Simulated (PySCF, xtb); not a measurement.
C3H4, SMILES C=C=C (connectivity only; charge and spin as stated), charge +1, multiplicity 2.

Harmonic wavenumbers (cm⁻¹) from GFN2-xTB run with xtb at its own minimum, in rising order: 317, 356, 717, 721, 802, 805, 875, 1103, 1163, 1294, 1787, 2960, 2961, 2966, 2987.

### Question
What does PySCF with B3LYP-D3(BJ)/def2-TZVP give at its own minimum? (Estimate from the structure and the level; the computed values follow.)

### Answer
323, 341, 785, 804, 913, 935, 998, 1072, 1354, 1401, 1639, 3062, 3079, 3153, 3156. Paired by order, the mean absolute difference is 106 cm⁻¹ and the zero-point energies are 31.2 and 32.9 kcal/mol.
